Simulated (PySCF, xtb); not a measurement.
C₃H₇, SMILES C[CH]C, multiplicity 2.

Harmonic wavenumbers (cm⁻¹) from xtb 6.7.1 with GFN2-xTB at its own minimum, in rising order: 63, 75, 389, 423, 940, 946, 957, 1028, 1167, 1181, 1344, 1393, 1406, 1465, 1475, 1482, 1485, 2855, 2861, 2989, 2992, 3006, 3011, 3104.

What does r2SCAN-D4/def2-TZVP (PySCF) give at its own minimum? (The exact figures need the calculation; the answer reports its results.)

108, 122, 355, 397, 895, 934, 940, 1023, 1153, 1177, 1360, 1400, 1400, 1461, 1472, 1473, 1486, 2943, 2948, 3023, 3024, 3100, 3102, 3171. Paired by order, the mean absolute difference is 33 cm⁻¹ and the zero-point energies are 54.4 and 55.0 kcal/mol.
